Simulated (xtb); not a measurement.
xtb single point, GFN2-xTB, GBSA implicit methanol, on hydrazine, N2H4 (SMILES NN), charge 0, multiplicity 1.

```
xtb m.xyz --gfn 2 --chrg 0 --uhf 0 --norestart --sp --gbsa methanol

6

N     -0.679627    -0.214825     0.357421
N      0.679589     0.214786     0.357412
H     -1.261602     0.599766     0.530287
H     -0.967249    -0.631390    -0.530272
H      1.261602    -0.599760     0.530257
H      0.967146     0.631390    -0.530287
```

Output:

```

          ...................................................
          :                      SETUP                      :
          :.................................................:
          :  # basis functions                  12          :
          :  # atomic orbitals                  12          :
          :  # shells                            8          :
          :  # electrons                        14          :
          :  max. iterations                   250          :
          :  Hamiltonian                  GFN2-xTB          :
          :  restarted?                      false          :
          :  GBSA solvation                   true          :
          :  PC potential                    false          :
          :  electronic temp.          300.0000000     K    :
          :  accuracy                    1.0000000          :
          :  -> integral cutoff          0.2500000E+02      :
          :  -> integral neglect         0.1000000E-07      :
          :  -> SCF convergence          0.1000000E-05 Eh   :
          :  -> wf. convergence          0.1000000E-03 e    :
          :  Broyden damping             0.4000000          :
          :  net charge                          0          :
          :  unpaired electrons                  0          :
          ...................................................

 iter      E             dE          RMSdq      gap      omega  full diag
   1     -7.8980486 -0.789805E+01  0.355E+00   10.02       0.0  T
   2     -7.8995438 -0.149519E-02  0.204E+00    9.99       1.0  T
   3     -7.8998826 -0.338823E-03  0.224E-01    9.93       1.0  T
   4     -7.8999103 -0.277151E-04  0.466E-02    9.92       1.0  T
   5     -7.8999106 -0.297590E-06  0.118E-02    9.92       3.4  T
   6     -7.8999107 -0.398561E-07  0.223E-03    9.92      18.3  T
   7     -7.8999107 -0.513088E-09  0.148E-04    9.92     276.0  T
   8     -7.8999107 -0.261746E-11  0.761E-05    9.92     536.6  T

   *** convergence criteria satisfied after 8 iterations ***

         #    Occupation            Energy/Eh            Energy/eV
      -------------------------------------------------------------
         1        2.0000           -0.6427025             -17.4888
         2        2.0000           -0.5849038             -15.9160
         3        2.0000           -0.5393134             -14.6755
         4        2.0000           -0.5279620             -14.3666
         5        2.0000           -0.4991165             -13.5817
         6        2.0000           -0.3835470             -10.4368
         7        2.0000           -0.3745186             -10.1912 (HOMO)
         8                         -0.0099596              -0.2710 (LUMO)
         9                          0.0571256               1.5545
        10                          0.1421599               3.8684
        11                          0.2071556               5.6370
        12                          0.2200008               5.9865
      -------------------------------------------------------------
                  HL-Gap            0.3645591 Eh            9.9202 eV
             Fermi-level           -0.1922391 Eh           -5.2311 eV


         :::::::::::::::::::::::::::::::::::::::::::::::::::::
         ::                     SUMMARY                     ::
         :::::::::::::::::::::::::::::::::::::::::::::::::::::
         :: total energy              -7.823713573339 Eh    ::
         :: total w/o Gsasa/hb        -7.818281113127 Eh    ::
         :: gradient norm              0.006551253417 Eh/a0 ::
         :: HOMO-LUMO gap              9.920157438283 eV    ::
         ::.................................................::
         :: SCC energy                -7.899910644381 Eh    ::
         :: -> isotropic ES            0.021152326368 Eh    ::
         :: -> anisotropic ES          0.001366177511 Eh    ::
         :: -> anisotropic XC          0.014211159996 Eh    ::
         :: -> dispersion             -0.001187309938 Eh    ::
         :: -> Gsolv                  -0.006940884961 Eh    ::
         ::    -> Gelec               -0.001508424749 Eh    ::
         ::    -> Gsasa               -0.005479619184 Eh    ::
         ::    -> Ghb                 -0.003309770551 Eh    ::
         ::    -> Gshift               0.003356929523 Eh    ::
         :: repulsion energy           0.076197071042 Eh    ::
         :: add. restraining           0.000000000000 Eh    ::
         :: total charge               0.000000000000 e     ::
         :::::::::::::::::::::::::::::::::::::::::::::::::::::

           -------------------------------------------------
          |                Property Printout                |
           -------------------------------------------------

    * Orbital Energies and Occupations

         #    Occupation            Energy/Eh            Energy/eV
      -------------------------------------------------------------
         1        2.0000           -0.6427025             -17.4888
         2        2.0000           -0.5849038             -15.9160
         3        2.0000           -0.5393134             -14.6755
         4        2.0000           -0.5279620             -14.3666
         5        2.0000           -0.4991165             -13.5817
         6        2.0000           -0.3835470             -10.4368
         7        2.0000           -0.3745186             -10.1912 (HOMO)
         8                         -0.0099596              -0.2710 (LUMO)
         9                          0.0571256               1.5545
        10                          0.1421599               3.8684
        11                          0.2071556               5.6370
        12                          0.2200008               5.9865
      -------------------------------------------------------------
                  HL-Gap            0.3645591 Eh            9.9202 eV
             Fermi-level           -0.1922391 Eh           -5.2311 eV

     #   Z          covCN         q      C6AA      α(0)
     1   7 N        2.696    -0.308    27.913     7.847
     2   7 N        2.696    -0.308    27.913     7.847
     3   1 H        0.860     0.165     1.306     1.790
     4   1 H        0.860     0.143     1.449     1.886
     5   1 H        0.860     0.165     1.306     1.790
     6   1 H        0.860     0.143     1.449     1.886

 Mol. C6AA /au·bohr⁶  :        232.173761
 Mol. C8AA /au·bohr⁸  :       4337.853498
 Mol. α(0) /au        :         23.045917

Wiberg/Mayer (AO) data.
largest (>0.10) Wiberg bond orders for each atom

 ---------------------------------------------------------------------------
     #   Z sym  total        # sym  WBO       # sym  WBO       # sym  WBO
 ---------------------------------------------------------------------------
     1   7 N    2.975 --     2 N    1.034     4 H    0.965     3 H    0.962
     2   7 N    2.975 --     1 N    1.034     6 H    0.965     5 H    0.962
     3   1 H    0.973 --     1 N    0.962
     4   1 H    0.980 --     1 N    0.965
     5   1 H    0.973 --     2 N    0.962
     6   1 H    0.980 --     2 N    0.965
 ---------------------------------------------------------------------------


molecular dipole:
                 x           y           z       tot (Debye)
 q only:       -0.000       0.000      -0.373
   full:        0.000       0.000      -0.928       2.359
molecular quadrupole (traceless):
                xx          xy          yy          xz          yz          zz
 q only:        1.279      -0.879      -0.346       0.000       0.000      -0.933
  q+dip:        1.163      -2.417      -0.024       0.000       0.000      -1.139
   full:        1.722      -2.268      -0.260       0.000       0.000      -1.461

           -------------------------------------------------
          | TOTAL ENERGY               -7.823713573339 Eh   |
          | GRADIENT NORM               0.006551253417 Eh/α |
          | HOMO-LUMO GAP               9.920157438283 eV   |
           -------------------------------------------------
```

The total energy is -212.89 eV, -0.17 eV from the same level's vacuum run.
